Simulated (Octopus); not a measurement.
# A workflow on BH3 (borane), part 2 of 3

Octopus 16.4. Earlier steps stand in the parts before.

**4. Energy and forces at PBE (scalar, in the pseudopotentials, sg15 potentials, box margin 4.5 angstrom, extra states 0, grid spacing 0.15 angstrom, mix field default) (run 16)**

Started as:

```
$ OMP_NUM_THREADS=1 octopus > gs.log
```

Output:

```text
Version                : 16.4
************************** Calculation Mode **************************
Input: [CalculationMode = gs]
Input: [SpinComponents = unpolarized]
******************************* Space ********************************
Octopus will run in 3 dimension(s).
Octopus will treat the system as periodic in 0 dimension(s).
Input: [AllElectronType = no]
Input: [PseudopotentialSet = sg15]
Reading Coordinates from Coordinates block
****************************** Species *******************************
  Species 'B'
    type             : pseudopotential
    file format      : UPF2
    valence charge   : 3.0
    atomic number    :   5
    form on file     : kleinman-bylander
    lmax             : 1
    llocal           : -1
    projectors per l : 2
    total projectors : 4
    application form : kleinman-bylander
    orbitals         :  0
    bound orbitals   :  0
  Species 'H'
    type             : pseudopotential
    file format      : UPF2
    valence charge   : 1.0
    atomic number    :   1
    form on file     : kleinman-bylander
    lmax             : 0
    llocal           : -1
    projectors per l : 2
    total projectors : 2
    application form : kleinman-bylander
    orbitals         :  0
    bound orbitals   :  0
Refinement of some symmetry elements was terminated before convergence was reached.
Some symmetry elements may remain unidentified.
***************************** Symmetries *****************************
Symmetry elements : (sigma)
Symmetry group    : Cs
Input: [CurvMethod = curv_affine]
Input: [DerivativesStencil = stencil_star]
Input: [SmearingFunction = semiconducting]
Input: [SymmetrizeDensity = no]
******************************* States *******************************
Total electronic charge  =        6.000
Number of states         =        3
States block-size        =        3
************************** Parallelization ***************************
Info: Octopus will run in *serial*
******************************** Grid ********************************
Simulation Box:
  Type = minimum
  Radius  [A] =   4.500
Main mesh:
  Spacing [A] = ( 0.150, 0.150, 0.150)    volume/point [A^3] =      0.00337
  # inner mesh =     175419
  # total mesh =     233472
  Grid Cutoff [eV] =  1671.245006    Grid Cutoff [Ry] =   122.834253
Input: [StatesPack = yes]
Input: [StatesOrthogonalization = cholesky_serial]
**************************** Theory Level ****************************
Input: [TheoryLevel = kohn_sham]
Exchange-correlation:
  Exchange
    Perdew, Burke & Ernzerhof (GGA)
  Correlation
    Perdew, Burke & Ernzerhof (GGA)
****************************** Hartree *******************************
Input: [DressedOrbitals = no]
The chosen Poisson solver is 'interpolating scaling functions'
Input: [FilterPotentials = filter_TS]
Info: Pseudopotential for B
  Radii for localized parts:
    local part     =  1.1 A
    non-local part =  1.2 A
    orbitals       =  0.0 A
Info: Pseudopotential for H
  Radii for localized parts:
    local part     =  1.0 A
    non-local part =  0.9 A
    orbitals       =  0.0 A
Input: [RelativisticCorrection = non_relativistic]
Input: [DFTULevel = dft_u_none]
Input: [MagneticConstrain = 0]
****************** Approximate memory requirements *******************
Mesh
  global  :       1.8 MiB
  local   :       7.1 MiB
  total   :       8.9 MiB
States
  real    :       5.3 MiB (par_kpoints + par_states + par_domains)
  complex :      10.7 MiB (par_kpoints + par_states + par_domains)
Info: Generating external potential
      done.
Input: [InteractionTiming = timing_exact]
Info: Octopus initialization completed.
Info: Starting calculation mode.
Info: Allocating ground state wave-functions
      Block       1 contains       3 states:       1 -       3
Info: Ground-state allocation done.
Info: Could not find 'restart/gs' directory for restart.
Info: No restart information will be read.
** Warning:
**   Unable to read wavefunctions.
**   Starting from scratch!
**************************** Eigensolver *****************************
Input: [Eigensolver = cg]
Input: [Preconditioner = pre_filter]
Input: [PreconditionerFilterFactor = 0.5000]
Input: [SubspaceDiagonalization = standard]
Input: [MixField = potential] (what to mix during SCF cycles)
Input: [MixingScheme = broyden]
Info: Mixing uses    4 steps and restarts after   20 steps.
Input: [LCAOStart = lcao_states]
Input: [LCAOScaleFactor = 1.000]
Input: [LCAOMaximumOrbitalRadius = 10.58 A]
** Warning:
**   The are no atomic orbitals available, cannot do LCAO.
Info: Unnormalized total charge =      5.996736
Info: Renormalized total charge =      6.000000
Info: Setting up Hamiltonian.
Orthogonalizing wavefunctions.
Info: Ground-state restart information will be written to 'restart/gs'.
Info: SCF using real wavefunctions.
Info: Starting SCF iteration.
*********************** SCF CYCLE ITER #    1 ************************
 etot  =  4.87231181E+02 abs_ev   =  5.70E+03 rel_ev   =  1.38E+01
 ediff =        1.79E+01 abs_dens =  1.03E+01 rel_dens =  1.72E+00
Converged eigenvectors: 0
#  State  Eigenvalue [eV]  Occupation    Error
      1        8.042436    2.000000   ( 2.7E+00)
      2       96.265565    2.000000   ( 5.0E+00)
      3      102.413205    2.000000   ( 5.3E+00)
                                                                     ^
*********************** SCF CYCLE ITER #    2 ************************
 etot  = -7.87549021E+01 abs_ev   =  4.85E+02 rel_ev   =  6.80E+00
 ediff =        2.08E+01 abs_dens =  8.02E+00 rel_dens =  1.34E+00
Converged eigenvectors: 0
#  State  Eigenvalue [eV]  Occupation    Error
      1      -26.281639    2.000000   ( 4.1E-01)
      2      -16.983704    2.000000   ( 9.8E-01)
      3        7.629141    2.000000   ( 1.1E+00)
                                                                     ^
[eigenvalue tables of the cycles between left out]
*********************** SCF CYCLE ITER #    3 ************************
 etot  = -2.21950478E+02 abs_ev   =  5.94E+01 rel_ev   =  4.55E-01
 ediff =        5.26E+00 abs_dens =  4.22E+00 rel_dens =  7.03E-01
*********************** SCF CYCLE ITER #    4 ************************
 etot  = -2.04271108E+02 abs_ev   =  1.01E+01 rel_ev   =  8.39E-02
 ediff =        6.50E-01 abs_dens =  2.08E+00 rel_dens =  3.46E-01
*********************** SCF CYCLE ITER #    5 ************************
 etot  = -1.89402527E+02 abs_ev   =  1.21E+01 rel_ev   =  1.11E-01
 ediff =        5.46E-01 abs_dens =  2.14E-01 rel_dens =  3.57E-02
*********************** SCF CYCLE ITER #    6 ************************
 etot  = -1.31644150E+02 abs_ev   =  4.56E+01 rel_ev   =  7.26E-01
 ediff =        2.12E+00 abs_dens =  7.36E-01 rel_dens =  1.23E-01
*********************** SCF CYCLE ITER #    7 ************************
 etot  = -9.63803389E+01 abs_ev   =  2.22E+01 rel_ev   =  5.47E-01
 ediff =        1.30E+00 abs_dens =  7.76E-01 rel_dens =  1.29E-01
*********************** SCF CYCLE ITER #    8 ************************
 etot  = -1.28692123E+02 abs_ev   =  2.39E+01 rel_ev   =  3.70E-01
 ediff =        1.19E+00 abs_dens =  5.49E-01 rel_dens =  9.15E-02
*********************** SCF CYCLE ITER #    9 ************************
 etot  = -1.23994727E+02 abs_ev   =  5.01E+00 rel_ev   =  8.41E-02
 ediff =        1.73E-01 abs_dens =  4.80E-02 rel_dens =  8.00E-03
*********************** SCF CYCLE ITER #   10 ************************
 etot  = -1.23236227E+02 abs_ev   =  7.70E-01 rel_ev   =  1.31E-02
 ediff =        2.79E-02 abs_dens =  2.33E-02 rel_dens =  3.89E-03
*********************** SCF CYCLE ITER #   11 ************************
 etot  = -1.24026013E+02 abs_ev   =  4.70E-01 rel_ev   =  7.93E-03
 ediff =        2.90E-02 abs_dens =  2.02E-02 rel_dens =  3.36E-03
*********************** SCF CYCLE ITER #   12 ************************
 etot  = -1.23835216E+02 abs_ev   =  1.29E-01 rel_ev   =  2.19E-03
 ediff =        7.01E-03 abs_dens =  5.91E-03 rel_dens =  9.85E-04
*********************** SCF CYCLE ITER #   13 ************************
 etot  = -1.23835019E+02 abs_ev   =  1.54E-02 rel_ev   =  2.60E-04
 ediff =        7.23E-06 abs_dens =  1.58E-03 rel_dens =  2.64E-04
*********************** SCF CYCLE ITER #   14 ************************
 etot  = -1.23828376E+02 abs_ev   =  2.79E-03 rel_ev   =  4.71E-05
 ediff =        2.44E-04 abs_dens =  5.20E-04 rel_dens =  8.66E-05
*********************** SCF CYCLE ITER #   15 ************************
 etot  = -1.23816670E+02 abs_ev   =  1.03E-02 rel_ev   =  1.75E-04
 ediff =        4.30E-04 abs_dens =  2.33E-04 rel_dens =  3.89E-05
*********************** SCF CYCLE ITER #   16 ************************
 etot  = -1.23825052E+02 abs_ev   =  5.05E-03 rel_ev   =  8.54E-05
 ediff =        3.08E-04 abs_dens =  2.45E-04 rel_dens =  4.08E-05
*********************** SCF CYCLE ITER #   17 ************************
 etot  = -1.23826882E+02 abs_ev   =  7.96E-04 rel_ev   =  1.35E-05
 ediff =        6.73E-05 abs_dens =  8.81E-05 rel_dens =  1.47E-05
*********************** SCF CYCLE ITER #   18 ************************
 etot  = -1.23825629E+02 abs_ev   =  3.99E-04 rel_ev   =  6.75E-06
 ediff =        4.61E-05 abs_dens =  9.28E-05 rel_dens =  1.55E-05
*********************** SCF CYCLE ITER #   19 ************************
 etot  = -1.23826732E+02 abs_ev   =  7.45E-04 rel_ev   =  1.26E-05
 ediff =        4.06E-05 abs_dens =  3.15E-05 rel_dens =  5.24E-06
*********************** SCF CYCLE ITER #   20 ************************
 etot  = -1.23827027E+02 abs_ev   =  1.51E-04 rel_ev   =  2.55E-06
 ediff =        1.08E-05 abs_dens =  1.12E-05 rel_dens =  1.87E-06
*********************** SCF CYCLE ITER #   21 ************************
 etot  = -1.23826922E+02 abs_ev   =  1.05E-04 rel_ev   =  1.78E-06
 ediff =        3.84E-06 abs_dens =  2.80E-06 rel_dens =  4.66E-07
Converged eigenvectors: 0
#  State  Eigenvalue [eV]  Occupation    Error
      1      -12.568123    2.000000   ( 1.1E-06)
      2       -8.493236    2.000000   ( 1.0E-06)
      3       -8.492734    2.000000   ( 2.6E-07)
                                                                     ^
*********************** SCF CYCLE ITER #   22 ************************
 etot  = -1.23826962E+02 abs_ev   =  1.86E-05 rel_ev   =  3.15E-07
 ediff =        1.45E-06 abs_dens =  1.63E-06 rel_dens =  2.71E-07
Converged eigenvectors: 0
#  State  Eigenvalue [eV]  Occupation    Error
      1      -12.568127    2.000000   ( 5.3E-07)
      2       -8.493239    2.000000   ( 5.3E-07)
      3       -8.492737    2.000000   ( 1.1E-07)
                                                                     ^
Info: SCF converged in   22 iterations
** Warning:
**   Some of the states are not fully converged!
Info: Number of matrix-vector products:        972
Octopus emitted 3 warnings.
```

It took 11 s on 1 thread of Intel Xeon Platinum 8488C (Sapphire Rapids), shared host; peak memory 0.15 GiB.

Runs 17 to 28 aren't shown in full; the table further down has their settings and results.

**5. Energy and gradient at PBEsol (scalar, in the pseudopotentials, pseudodojo_pbesol potentials, box margin 7 angstrom, extra states 0, grid spacing 0.19 angstrom, mix field default) (run 29)**

Started as:

```
$ OMP_NUM_THREADS=1 octopus > gs.log
```

Output:

```text
Version                : 16.4
************************** Calculation Mode **************************
Input: [CalculationMode = gs]
Input: [SpinComponents = unpolarized]
******************************* Space ********************************
Octopus will run in 3 dimension(s).
Octopus will treat the system as periodic in 0 dimension(s).
Input: [AllElectronType = no]
Input: [PseudopotentialSet = pseudodojo_pbesol]
Reading Coordinates from Coordinates block
****************************** Species *******************************
  Species 'B'
    type             : pseudopotential
    file format      : UPF2
    valence charge   : 3.0
    atomic number    :   5
    form on file     : kleinman-bylander
    lmax             : 1
    llocal           : -1
    projectors per l : 2
    total projectors : 4
    application form : kleinman-bylander
    orbitals         :  4
    bound orbitals   :  4
  Species 'H'
    type             : pseudopotential
    file format      : UPF2
    valence charge   : 1.0
    atomic number    :   1
    form on file     : kleinman-bylander
    lmax             : 1
    llocal           : -1
    projectors per l : 2
    total projectors : 4
    application form : kleinman-bylander
    orbitals         :  1
    bound orbitals   :  1
Refinement of some symmetry elements was terminated before convergence was reached.
Some symmetry elements may remain unidentified.
***************************** Symmetries *****************************
Symmetry elements : (sigma)
Symmetry group    : Cs
Input: [CurvMethod = curv_affine]
Input: [DerivativesStencil = stencil_star]
Input: [SmearingFunction = semiconducting]
Input: [SymmetrizeDensity = no]
******************************* States *******************************
Total electronic charge  =        6.000
Number of states         =        3
States block-size        =        3
************************** Parallelization ***************************
Info: Octopus will run in *serial*
******************************** Grid ********************************
Simulation Box:
  Type = minimum
  Radius  [A] =   7.000
Main mesh:
  Spacing [A] = ( 0.190, 0.190, 0.190)    volume/point [A^3] =      0.00686
  # inner mesh =     282314
  # total mesh =     360494
  Grid Cutoff [eV] =  1041.634699    Grid Cutoff [Ry] =    76.558745
Input: [StatesPack = yes]
Input: [StatesOrthogonalization = cholesky_serial]
Info: the XCFunctional has been selected to match the pseudopotentials
      used in the calculation.
**************************** Theory Level ****************************
Input: [TheoryLevel = kohn_sham]
Exchange-correlation:
  Exchange
    Perdew, Burke & Ernzerhof SOL (GGA)
  Correlation
    Perdew, Burke & Ernzerhof SOL (GGA)
****************************** Hartree *******************************
Input: [DressedOrbitals = no]
The chosen Poisson solver is 'interpolating scaling functions'
Input: [FilterPotentials = filter_TS]
Info: Pseudopotential for B
  Radii for localized parts:
    local part     =  1.1 A
    non-local part =  1.0 A
    orbitals       =  5.7 A
Info: Pseudopotential for H
  Radii for localized parts:
    local part     =  1.1 A
    non-local part =  0.8 A
    orbitals       =  4.6 A
Input: [RelativisticCorrection = non_relativistic]
Input: [DFTULevel = dft_u_none]
Input: [MagneticConstrain = 0]
****************** Approximate memory requirements *******************
Mesh
  global  :       2.8 MiB
  local   :      11.0 MiB
  total   :      13.8 MiB
States
  real    :       8.3 MiB (par_kpoints + par_states + par_domains)
  complex :      16.5 MiB (par_kpoints + par_states + par_domains)
Info: Generating external potential
      done.
Input: [InteractionTiming = timing_exact]
Info: Octopus initialization completed.
Info: Starting calculation mode.
Info: Allocating ground state wave-functions
      Block       1 contains       3 states:       1 -       3
Info: Ground-state allocation done.
**************************** Eigensolver *****************************
Input: [Eigensolver = cg]
Input: [Preconditioner = pre_filter]
Input: [PreconditionerFilterFactor = 0.5000]
Input: [SubspaceDiagonalization = standard]
Input: [MixField = potential] (what to mix during SCF cycles)
Input: [MixingScheme = broyden]
Info: Mixing uses    4 steps and restarts after   20 steps.
Input: [LCAOStart = lcao_states]
Input: [LCAOScaleFactor = 1.000]
Input: [LCAOMaximumOrbitalRadius = 10.58 A]
Info: Double-precision storage for     3 extra orbitals will be allocated.
Info: Unnormalized total charge =      5.666387
Info: Renormalized total charge =      6.000000
Info: Setting up Hamiltonian.
Info: Performing initial LCAO calculation with      6 orbitals.
Info: Getting Hamiltonian matrix elements.
Eigenvalues [eV]
 #st  Spin   Eigenvalue      Occupation
   1   --   -15.327890       2.000000
   2   --   -11.042035       2.000000
   3   --   -10.038803       2.000000
Info: Ground-state restart information will be written to 'restart/gs'.
Info: SCF using real wavefunctions.
Info: Starting SCF iteration.
*********************** SCF CYCLE ITER #    1 ************************
 etot  = -1.54270431E+02 abs_ev   =  8.60E+00 rel_ev   =  1.06E-01
 ediff =        5.67E+00 abs_dens =  2.13E+00 rel_dens =  3.54E-01
Converged eigenvectors: 0
#  State  Eigenvalue [eV]  Occupation    Error
      1      -16.374873    2.000000   ( 7.6E-02)
      2      -12.189128    2.000000   ( 1.3E-01)
      3      -12.144173    2.000000   ( 9.9E-02)
                                                                     ^
*********************** SCF CYCLE ITER #    2 ************************
 etot  = -1.46573005E+02 abs_ev   =  8.34E+00 rel_ev   =  1.14E-01
 ediff =        2.83E-01 abs_dens =  3.35E-01 rel_dens =  5.58E-02
Converged eigenvectors: 0
#  State  Eigenvalue [eV]  Occupation    Error
      1      -14.911479    2.000000   ( 1.2E-02)
      2      -10.854513    2.000000   ( 2.3E-02)
      3      -10.770520    2.000000   ( 1.6E-02)
                                                                     ^
[eigenvalue tables of the cycles between left out]
*********************** SCF CYCLE ITER #    3 ************************
 etot  = -1.23620515E+02 abs_ev   =  1.61E+01 rel_ev   =  2.84E-01
 ediff =        8.43E-01 abs_dens =  4.18E-01 rel_dens =  6.96E-02
*********************** SCF CYCLE ITER #    4 ************************
 etot  = -1.26488120E+02 abs_ev   =  2.48E+00 rel_ev   =  4.18E-02
 ediff =        1.05E-01 abs_dens =  5.80E-02 rel_dens =  9.66E-03
*********************** SCF CYCLE ITER #    5 ************************
 etot  = -1.26737135E+02 abs_ev   =  1.11E-02 rel_ev   =  1.88E-04
 ediff =        9.15E-03 abs_dens =  4.23E-02 rel_dens =  7.05E-03
*********************** SCF CYCLE ITER #    6 ************************
 etot  = -1.25176135E+02 abs_ev   =  1.10E+00 rel_ev   =  1.89E-02
 ediff =        5.74E-02 abs_dens =  2.93E-02 rel_dens =  4.88E-03
*********************** SCF CYCLE ITER #    7 ************************
 etot  = -1.25459529E+02 abs_ev   =  2.53E-01 rel_ev   =  4.31E-03
 ediff =        1.04E-02 abs_dens =  3.63E-03 rel_dens =  6.05E-04
*********************** SCF CYCLE ITER #    8 ************************
 etot  = -1.25601741E+02 abs_ev   =  9.40E-02 rel_ev   =  1.60E-03
 ediff =        5.23E-03 abs_dens =  3.73E-03 rel_dens =  6.22E-04
*********************** SCF CYCLE ITER #    9 ************************
 etot  = -1.25561205E+02 abs_ev   =  4.12E-02 rel_ev   =  7.04E-04
 ediff =        1.49E-03 abs_dens =  1.75E-03 rel_dens =  2.91E-04
*********************** SCF CYCLE ITER #   10 ************************
 etot  = -1.25585255E+02 abs_ev   =  1.39E-02 rel_ev   =  2.37E-04
 ediff =        8.84E-04 abs_dens =  8.18E-04 rel_dens =  1.36E-04
*********************** SCF CYCLE ITER #   11 ************************
 etot  = -1.25591741E+02 abs_ev   =  4.62E-03 rel_ev   =  7.87E-05
 ediff =        2.38E-04 abs_dens =  1.47E-04 rel_dens =  2.45E-05
*********************** SCF CYCLE ITER #   12 ************************
 etot  = -1.25602203E+02 abs_ev   =  8.62E-03 rel_ev   =  1.47E-04
 ediff =        3.84E-04 abs_dens =  1.81E-04 rel_dens =  3.02E-05
*********************** SCF CYCLE ITER #   13 ************************
 etot  = -1.25605779E+02 abs_ev   =  1.75E-03 rel_ev   =  2.98E-05
 ediff =        1.31E-04 abs_dens =  1.02E-04 rel_dens =  1.70E-05
*********************** SCF CYCLE ITER #   14 ************************
 etot  = -1.25604870E+02 abs_ev   =  5.51E-04 rel_ev   =  9.40E-06
 ediff =        3.34E-05 abs_dens =  2.06E-05 rel_dens =  3.43E-06
*********************** SCF CYCLE ITER #   15 ************************
 etot  = -1.25604610E+02 abs_ev   =  1.42E-04 rel_ev   =  2.42E-06
 ediff =        9.54E-06 abs_dens =  9.49E-06 rel_dens =  1.58E-06
*********************** SCF CYCLE ITER #   16 ************************
 etot  = -1.25603651E+02 abs_ev   =  7.11E-04 rel_ev   =  1.21E-05
 ediff =        3.52E-05 abs_dens =  1.59E-05 rel_dens =  2.66E-06
*********************** SCF CYCLE ITER #   17 ************************
 etot  = -1.25604023E+02 abs_ev   =  3.19E-04 rel_ev   =  5.43E-06
 ediff =        1.37E-05 abs_dens =  6.78E-06 rel_dens =  1.13E-06
*********************** SCF CYCLE ITER #   18 ************************
 etot  = -1.25604352E+02 abs_ev   =  2.48E-04 rel_ev   =  4.22E-06
 ediff =        1.21E-05 abs_dens =  6.70E-06 rel_dens =  1.12E-06
*********************** SCF CYCLE ITER #   19 ************************
 etot  = -1.25604315E+02 abs_ev   =  3.46E-05 rel_ev   =  5.90E-07
 ediff =        1.37E-06 abs_dens =  1.83E-06 rel_dens =  3.06E-07
Converged eigenvectors: 0
#  State  Eigenvalue [eV]  Occupation    Error
      1      -12.524461    2.000000   ( 2.1E-07)
      2       -8.395622    2.000000   ( 4.5E-07)
      3       -8.395287    2.000000   ( 2.7E-07)
                                                                     ^
*********************** SCF CYCLE ITER #   20 ************************
 etot  = -1.25604324E+02 abs_ev   =  3.96E-06 rel_ev   =  6.75E-08
 ediff =        3.43E-07 abs_dens =  5.25E-07 rel_dens =  8.74E-08
Converged eigenvectors: 0
#  State  Eigenvalue [eV]  Occupation    Error
      1      -12.524462    2.000000   ( 1.7E-07)
      2       -8.395623    2.000000   ( 1.8E-07)
      3       -8.395287    2.000000   ( 1.8E-07)
                                                                     ^
Info: SCF converged in   20 iterations
** Warning:
**   Some of the states are not fully converged!
Info: Number of matrix-vector products:        627
Octopus emitted 1 warning.
```

It took 17 s on 1 thread of Intel Xeon Platinum 8488C (Sapphire Rapids), shared host; peak memory 0.23 GiB.

[end of part 2 of 3]
